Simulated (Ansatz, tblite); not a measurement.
Removing an electron: the cluster Li2H4⁻. Charge -1, multiplicity 2. Geometry: r2SCAN-D4/def2-TZVPD. Ansatz, gas phase; energy differences of separate SCF runs; the oxidised species is a singlet (the triplet lies 1.46 eV higher at PBE0-D4/def2-TZVPD).

Cartesian coordinates in Å:
```
Li -0.880 1.345 0.782
Li 0.861 -1.342 -0.805
H 1.641 -2.579 -1.622
H -1.721 2.644 1.422
H 0.435 0.246 0.055
H -0.336 -0.314 0.167
```

The xTB rows come from tblite. Correlated methods freeze no core orbitals; core or outer-core shells of Li are correlated, in sets that lack core-valence functions. In the doublet, H5 and H6 lie 0.96 Å apart (atoms count from 1), so these atoms are partly bonded to each other. The structure comes from a short search, and lower isomers may exist.

| level | −HOMO (eV) | vertical IE (eV) | −LUMO (eV) | HOMO–LUMO gap (eV) |
| --- | --- | --- | --- | --- |
| GFN1-xTB | – | 6.49 | – | – |
| GFN2-xTB | – | 3.47 | – | – |
| HF/def2-TZVPPD | – | 1.55 | – | – |
| CCSD/def2-TZVPPD | – | 1.80 | – | – |
| CCSD(T)/def2-TZVPPD | – | 1.83 | – | – |

Estimate the rows for PBE-D4/def2-TZVPD, r2SCAN-D4/def2-TZVPD, PBE0-D4/def2-TZVPD, MP2/def2-TZVPPD.


```tsv
level	−HOMO (eV)	vertical IE (eV)	−LUMO (eV)	HOMO–LUMO gap (eV)	remarks
PBE-D4/def2-TZVPD	-0.53	2.19	-1.65	1.12	HOMO above zero (-1 doublet)
r2SCAN-D4/def2-TZVPD	-0.39	2.21	-2.23	1.84	HOMO above zero (-1 doublet)
PBE0-D4/def2-TZVPD	0.14	2.15	-2.37	2.51	–
MP2/def2-TZVPPD	–	1.80	–	–	–
```

  A HOMO above zero means that the electron is unbound at that level or that self-interaction error raises the level; the energy of removing that electron tells which. HOMO and LUMO are the levels of the spin that leaves or enters (xTB has no such levels and no spin-polarisation term). Other spin states of the ions may lie lower, which would lower the ionisation energy or raise the affinity. Raw xTB energy differences between charge states are shifted by several eV; the methods need an empirical correction for them.
